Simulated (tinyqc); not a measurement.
Worked calculation: G0W0 on RHF in the sto-3g basis, for HF, spin multiplicity 1. One step of it, computed by the program tinyqc.

Task: Iteration 1: building the Fock matrix. J_ij = sum D_kl (ij|kl), K_ij = sum D_kl (ik|jl); F = H + J - 0.5 K; E = tr D H + tr D J / 2 - 0.25 tr D K + E_nn.

D at the start:
```
            1F 1s      1F 2s    1F 2px    1F 2py     1F 2pz      2H 1s
1F 1s    2.123451  -0.523823  0.000000  0.000000  -0.017573   0.048771
1F 2s   -0.523823   2.221663  0.000000  0.000000   0.097599  -0.203573
1F 2px   0.000000   0.000000  2.000000  0.000000   0.000000   0.000000
1F 2py   0.000000   0.000000  0.000000  2.000000   0.000000   0.000000
1F 2pz  -0.017573   0.097599  0.000000  0.000000   2.090662  -0.229322
2H 1s    0.048771  -0.203573  0.000000  0.000000  -0.229322   0.041933
```

core Hamiltonian H = T + V (hartree):
```
             1F 1s       1F 2s     1F 2px     1F 2py     1F 2pz      2H 1s
1F 1s   -40.468571   -9.495231   0.000000   0.000000  -0.008896  -1.030036
1F 2s    -9.495231  -10.946415   0.000000   0.000000  -0.110564  -2.445030
1F 2px    0.000000    0.000000  -8.624193   0.000000   0.000000   0.000000
1F 2py    0.000000    0.000000   0.000000  -8.624193   0.000000   0.000000
1F 2pz   -0.008896   -0.110564   0.000000   0.000000  -8.683139  -1.741089
2H 1s    -1.030036   -2.445030   0.000000   0.000000  -1.741089  -4.401457
```

Two-electron integrals (ij|kl) in chemists' order, unique and non-zero (hartree):
```
(11|11) 5.403501   (21|11) 0.841920   (21|21) 0.156299   (22|11) 1.268028
(22|21) 0.292344   (22|22) 0.926167   (31|31) 0.027998   (32|31) 0.043169
(32|32) 0.204588   (33|11) 1.264502   (33|21) 0.292403   (33|22) 0.925959
(33|33) 0.997514   (41|41) 0.027998   (42|41) 0.043169   (42|42) 0.204588
(43|43) 0.053770   (44|11) 1.264502   (44|21) 0.292403   (44|22) 0.925959
(44|33) 0.889973   (44|44) 0.997514   (51|51) 0.027998   (52|51) 0.043169
(52|52) 0.204588   (53|53) 0.053770   (54|54) 0.053770   (55|11) 1.264502
(55|21) 0.292403   (55|22) 0.925959   (55|33) 0.889973   (55|44) 0.889973
(55|55) 0.997514   (61|11) 0.091624   (61|21) 0.016879   (61|22) 0.031414
(61|33) 0.031367   (61|44) 0.031367   (61|51) 0.000676   (61|52) 0.001277
(61|55) 0.031515   (61|61) 0.001841   (62|11) 0.250790   (62|21) 0.058677
(62|22) 0.209683   (62|33) 0.206526   (62|44) 0.206526   (62|51) 0.003983
(62|52) 0.032156   (62|55) 0.215789   (62|61) 0.006437   (62|62) 0.060294
(63|31) 0.005913   (63|32) 0.035911   (63|53) 0.006626   (63|63) 0.008620
(64|41) 0.005913   (64|42) 0.035911   (64|54) 0.006626   (64|64) 0.008620
(65|11) 0.178491   (65|21) 0.042272   (65|22) 0.161751   (65|33) 0.155020
(65|44) 0.155020   (65|51) 0.008408   (65|52) 0.059207   (65|55) 0.175026
(65|61) 0.004813   (65|62) 0.057186   (65|65) 0.062518   (66|11) 0.437022
(66|21) 0.103893   (66|22) 0.429272   (66|33) 0.415824   (66|44) 0.415824
(66|51) 0.008095   (66|52) 0.093544   (66|55) 0.455767   (66|61) 0.011445
(66|62) 0.164722   (66|65) 0.182245   (66|66) 0.774606
```

nuclear repulsion = 3.99211643 hartree

Give: Coulomb J; exchange K; Fock matrix F; total energy of this density.

Result:

Coulomb J (hartree):
```
          1F 1s   1F 2s  1F 2px  1F 2py  1F 2pz   2H 1s
1F 1s   20.9541  4.0172  0.0000  0.0000  0.0024  0.4341
1F 2s    4.0172  9.9452  0.0000  0.0000  0.0022  2.1771
1F 2px   0.0000  0.0000  9.9369  0.0000  0.0000  0.0000
1F 2py   0.0000  0.0000  0.0000  9.9369  0.0000  0.0000
1F 2pz   0.0024  0.0022  0.0000  0.0000  9.9354  1.6475
2H 1s    0.4341  2.1771  0.0000  0.0000  1.6475  4.2899
```

exchange K (hartree):
```
          1F 1s   1F 2s  1F 2px  1F 2py  1F 2pz   2H 1s
1F 1s   11.1116  1.9479  0.0000  0.0000  0.0010  0.2238
1F 2s    1.9479  3.2375  0.0000  0.0000  0.0066  0.6181
1F 2px   0.0000  0.0000  2.6670  0.0000  0.0000  0.0000
1F 2py   0.0000  0.0000  0.0000  2.6670  0.0000  0.0000
1F 2pz   0.0010  0.0066  0.0000  0.0000  2.6684  0.3474
2H 1s    0.2238  0.6181  0.0000  0.0000  0.3474  0.1902
```

Fock matrix F (hartree):
```
           1F 1s    1F 2s   1F 2px   1F 2py   1F 2pz    2H 1s
1F 1s   -25.0703  -6.4520   0.0000   0.0000  -0.0070  -0.7078
1F 2s    -6.4520  -2.6200   0.0000   0.0000  -0.1116  -0.5770
1F 2px    0.0000   0.0000  -0.0208   0.0000   0.0000   0.0000
1F 2py    0.0000   0.0000   0.0000  -0.0208   0.0000   0.0000
1F 2pz   -0.0070  -0.1116   0.0000   0.0000  -0.0820  -0.2673
2H 1s    -0.7078  -0.5770   0.0000   0.0000  -0.2673  -0.2067
```

total energy of this density = -97.888107 hartree
